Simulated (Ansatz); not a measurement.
α-N2 was calculated with r²SCAN+rVV10 (Ansatz, an electronic-structure program, PAW).

Run with plane-wave cutoff 500 eV, 6×6×6 k mesh, gaussian smearing 0.02 eV, scalar-relativistic PAW data made under PBE.

Computed at the level's own relaxed cell.

**Question.** Predict the volume per atom, equilibrium lattice constant a and band gap.

**Answer.** 
* **volume per atom**: 20.60 Å³/atom
* **equilibrium lattice constant a**: 5.482 Å
* **band gap**: 7.98 eV (on the SCF k mesh)

Measured, for comparison: equilibrium volume per atom 22.47 Å³/atom (4 K, zero-point motion not removed; as tabulated in Wyckoff, Crystal Structures 1 (1963), as in the American Mineralogist Crystal …); lattice constant a 5.644 Å (4 K, zero-point motion not removed, our sources range from 5.644 to 5.667; as tabulated in Wyckoff, Crystal Structures 1 (1963), as in the American Mineralogist Crystal …). Computed (rounded) less measured: equilibrium volume per atom -8.3 %, lattice constant a -2.9 % (-2.9 % to -3.3 % over the range).

The computed numbers hold no vibrational or temperature effects.
